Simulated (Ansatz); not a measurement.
**AlNH2F (SMILES [NH2][Al][F]): levels of theory compared**

We compute a comparison of 6 runs (U-r2SCAN/STO-3G, U-wB97M-V/STO-3G, UB2PLYP/STO-3G, UHSE06/STO-3G, UCCSDTQ/STO-3G, UCCSD(T)/STO-3G) of AlNH2F. 

The results are computed with Ansatz 0.2.0.

62 further runs of the same task are left out: 3 that didn't finish, 59 set aside as unsound or not needed.

## (1) Starting point

AlNH2F has 5 atoms, charge 0, and is taken as a doublet. SMILES: `[NH2][Al][F]`. The H5–N1 distance was set to 1.513 Å, away from the relaxed value. At this shape a bond of the SMILES string is far longer than usual.

Bond lengths: N1–Al2 1.765 Å, Al2–F3 1.658 Å, N1–H4 1.007 Å. Angles: N1–Al2–F3 117.4°, Al2–N1–H4 124.8°. A long bond or contact: N1–H5 1.513 Å.

## (2) The energy at U-r2SCAN/STO-3G (run 1)

File run.yaml:

```yaml
crystal:
  periodic: [false, false, false]
  atoms:
    - {symbol: "N", position_ang: [-0.266192, 0.704214, 0.181530]}
    - {symbol: Al, position_ang: [0.750508, -0.077586, 1.394830]}
    - {symbol: F, position_ang: [1.347208, -1.581586, 1.035330]}
    - {symbol: H, position_ang: [-0.685792, 1.613514, 0.282630]}
    - {symbol: H, position_ang: [-0.621700, 0.088600, -1.154400]}
basis:
  gaussian:
    orbitals: STO-3G
total_charge: 0
magnetization:
  spin_polarized: true
  initial_magnetization: 1
hamiltonian:
  xc: {name: r2SCAN}
accuracy: high
```

On the command line:

```sh
$ ansatz run run.yaml --threads 1 --pin off --max-ram 2610MiB --events-out events.jsonl --progress --plain --runs-dir runs
```

The program printed:

```text
Warning: RAYON_NUM_THREADS=1 ignored (pool sized by the plan → 1); use --threads N
Functional definition: r2SCAN
  name "r2SCAN"
  parameter k0 = 0.174
  parameter k1 = 0.065
  parameter a1 = 4.9479
  exchange = r2scan_x(k0 = k0, k1 = k1, a1 = a1)
  correlation = r2scan_c
378 factors; integrals over basis functions are off by at most 4.0e-8 eV
mean field evaluation 1: about -10686.4008 eV, gradient 2.7e1 eV
mean field evaluation 2: about -10649.6494 eV, gradient 7.0e1 eV
mean field evaluation 4: about -10692.3775 eV, gradient 5.8e0 eV
mean field evaluation 8: about -10692.5932 eV, gradient 1.2e-1 eV
mean field evaluation 16: about -10692.5935 eV, gradient 1.4e-4 eV
mean field -10692.59347153 eV, -392.9455623785 hartree, gradient 9.5e-8 eV, S^2 0.766212; 0 other end points of the search recorded, 0 dependent functions left out
reference -10692.59347238 eV, -392.9455624098 hartree; 16, 15 occupied and 5, 6 virtual orbitals, 378 factors
Total energy: -10692.59347238 eV, -392.9455624098 hartree
```

Run time: 5.4 s. Hardware: 1 thread of Arm Neoverse V1, shared host; peak memory 0.24 GiB.

## (3) The energy at U-wB97M-V/STO-3G (run 2)

run.yaml: that of step 2 with these lines changed.

```diff
@@ -11,3 +11,2 @@
     orbitals: STO-3G
-total_charge: 0
 magnetization:
@@ -16,3 +15,3 @@
 hamiltonian:
-  xc: {name: r2SCAN}
+  xc: {name: wB97M-V}
 accuracy: high
```

On the command line:

```sh
$ ansatz run run.yaml --threads 1 --pin off --max-ram 2610MiB --events-out events.jsonl --progress --plain --runs-dir runs
```

The program printed, shortened:

```text
Warning: RAYON_NUM_THREADS=1 ignored (pool sized by the plan → 1); use --threads N
Functional definition: wB97M-V
  name "wB97M-V"
[...]
  gx(w, u) = 1 - cx + cx01*u + cx10*w
  gss(w, u) = css00 + css04*u^4 + css10*w + css20*w^2 + css43*w^4*u^3
  gos(w, u) = cos00 + cos10*w + (cos20 + cos21*u)*w^2 + (cos60 + cos61*u)*w^6
[...]
      + integral(e_c_pw_mod_opposite_spin*gos(b97_w_opposite, b97_u_opposite)) + vv10(b, c)
378 factors; integrals over basis functions are off by at most 4.0e-8 eV
153 factors; integrals over basis functions are off by at most 7.9e-10 eV
[...]
mean field -10694.97358045 eV, -393.0330297682 hartree, gradient 9.0e-8 eV, S^2 0.759175; 0 other end points of the search recorded, 0 dependent functions left out
reference -10694.97358285 eV, -393.0330298563 hartree; 16, 15 occupied and 5, 6 virtual orbitals, 378 factors
Total energy: -10694.97358285 eV, -393.0330298563 hartree
```

Run time: 28 s. Hardware: 1 thread of Arm Neoverse V1, shared host; peak memory 0.54 GiB.

Runs 3 to 5 aren't shown in full; the table further down has their settings and results.

## (4) A single-point energy at UCCSD(T)/STO-3G (run 6)

File molecule.yaml:

```yaml
crystal:
  periodic: [false, false, false]
  atoms:
    - symbol: N
      position_ang: [-0.266192, 0.704214, 0.181530]
    - symbol: Al
      position_ang: [0.750508, -0.077586, 1.394830]
    - symbol: F
      position_ang: [1.347208, -1.581586, 1.035330]
    - symbol: H
      position_ang: [-0.685792, 1.613514, 0.282630]
    - symbol: H
      position_ang: [-0.621700, 0.088600, -1.154400]
basis:
  gaussian: {orbitals: STO-3G}
magnetization: {spin_polarized: true, initial_magnetization: 1}
accuracy: high
scf: {omitted_lower_state_checks: [cluster_reference, increment]}
correlation: {method: ccsd_t, frozen_orbitals: {Al: 5, F: 1, H: 0, "N": 1}}
```

On the command line:

```sh
$ ansatz run molecule.yaml --threads 1 --pin off --max-ram 2610MiB --events-out events.jsonl --progress --plain --runs-dir runs
```

The program printed:

```text
Warning: RAYON_NUM_THREADS=1 ignored (pool sized by the plan → 1); use --threads N
[... 12 lines left out ...]
7 core orbitals not correlated: weight in the atoms' cores, before any rotation towards them, 1.000 or more for the frozen orbitals, at most 0.000 for the correlated occupied ones
[... 33 lines left out ...]
Total energy: -10666.24819606 eV, -391.9773913626 hartree
Checks for a lower state left out: cluster_reference, increment
```

Run time: 0.36 s. Hardware: 1 thread of Arm Neoverse V1, shared host.

## (5) The series

| run | level | frozen core orbitals | energy (Eh) | ⟨S²⟩ | wall time |
| --- | --- | --- | --- | --- | --- |
| 1 | U-r2SCAN/STO-3G | – | -392.945562 | 0.766 | 5.4 s |
| 2 | U-wB97M-V/STO-3G | – | -393.033030 | 0.759 | 28 s |
| 3 | UB2PLYP/STO-3G | 7 | -392.688030 | 0.796 | 3.3 s |
| 4 | UHSE06/STO-3G | – | -392.753600 | 0.763 | 2.8 s |
| 5 | UCCSDTQ/STO-3G | 7 | -391.978581 | 0.989 | 1.8 min |
| 6 | UCCSD(T)/STO-3G | 7 | -391.977391 | 0.989 | 0.36 s |

## (6) What came out

| quantity | value |
| --- | --- |
| run 6: total energy | -391.97739 Eh |
| run 6: correlation energy (7 core orbitals frozen) | -131.0 mEh |
| run 6: (T) correction | -5.41 mEh |
| run 6: ⟨S²⟩ of the reference determinant | 0.989 |
| run 6: T1 diagnostic | 0.045 |

**Reading.** Totals of different functionals can't be ranked against each other. In runs 1, 2, 3, 4, 5, 6 the basis is minimal, so the values are rough. Spin contamination of the reference: run 5 ⟨S²⟩ = 0.99, run 6 ⟨S²⟩ = 0.99. All runs together took 2.4 min, the longest 1.8 min.
